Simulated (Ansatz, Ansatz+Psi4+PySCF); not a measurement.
```xyz
5

C     0.0000    0.0000   -0.6682
F     0.0000    0.0000    0.8043
H     0.0000   -1.1189   -1.0763
H    -0.9690    0.5595   -1.0763
H     0.9690    0.5595   -1.0763
```

Basis set: cc-pVTZ (spherical functions). Left uncorrelated: 2 orbitals. Charge 0, multiplicity 1.

Computed with Ansatz (development build ahead of 0.2.0); each method stands on the lowest determinant of its kind that the runs found. Restricted open shells among the atoms or ions are ROHF, correlated in semicanonical orbitals with singles.

The atomization energy at this shape (free ground-state atoms in the same class of orbitals less the molecule, no zero-point energy) of singlet CH3F:

```
method  atomization energy
   RHF     299.38 kcal/mol
```

What does RHF-MP2 give?

402.53 kcal/mol. Caution: the shape is not the minimum.
